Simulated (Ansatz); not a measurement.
```yaml
crystal:
  periodic: [false, false, false]
  atoms:
    - {symbol: B, position_ang: [-1.144528, 1.030239, -1.599186]}
    - {symbol: Al, position_ang: [0.282409, 0.910839, -0.051042]}
    - {symbol: Si, position_ang: [0.658787, -1.208274, 1.153160]}
    - {symbol: H, position_ang: [-0.882622, 0.770694, -2.741529]}
    - {symbol: H, position_ang: [-2.291789, 1.324636, -1.404770]}
    - {symbol: H, position_ang: [1.172659, 2.165435, 0.370032]}
    - {symbol: H, position_ang: [1.972256, -1.794053, 0.750799]}
    - {symbol: H, position_ang: [0.703408, -1.007270, 2.630634]}
    - {symbol: H, position_ang: [0.703408, -1.007270, 2.630634]}
basis:
  gaussian: {orbitals: cc-pVDZ}
hamiltonian: {xc: {name: r2SCANh}, dispersion: d3bj}
output: {forces: true}
```

```sh
$ ansatz run in.yaml --threads 2 --pin off --events-out ev --progress --plain --max-ram 4352MiB
```

Question: How does Ansatz answer? (Estimate.)

Answer: Ansatz gave: The input was rejected before any iteration.
```
Error: two nuclei lie on one point
```
